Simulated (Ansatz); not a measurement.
Frontier orbitals of `F[SiH2]Cl`.

Total charge 0; spin multiplicity 1. The geometry is a stationary point of PBE0-D4/def2-TZVP. Basis def2-TZVPP, the Gaussian-basis code of Ansatz.

```tsv
functional	HOMO (eV)	LUMO (eV)	gap (eV)
PBE	-7.87	-0.84	7.03
revPBE	-7.83	-0.72	7.11
r2SCAN	-8.24	-0.41	7.83
PBE0	-9.27	0.05	9.32
r2SCAN0	-9.51	0.32	9.83
HSE06 (plane-wave form)	-8.87	-0.33	8.54
BHLYP	-10.57	0.93	11.50
ωB97M-V	-11.51	1.84	13.35
```

(1) What is the vertical ionisation energy at frozen-core CCSD(T)/CBS(def2)? (Best estimate.)

Answers

(1) Ansatz gave: 12.23 eV (T1 of the cation 0.045).

Against PBE, PBE0 changes HOMO and LUMO by −1.40 and +0.89 eV, ωB97M-V by −3.64 and +2.68 eV. A gap of 7.03 eV thus becomes 13.35 eV for the same molecule, so an orbital gap means little without its functional. A positive LUMO is unbound and depends on the basis. −ε(HOMO) differs from that ionisation energy by −4.36 eV with PBE and −0.72 eV with ωB97M-V.
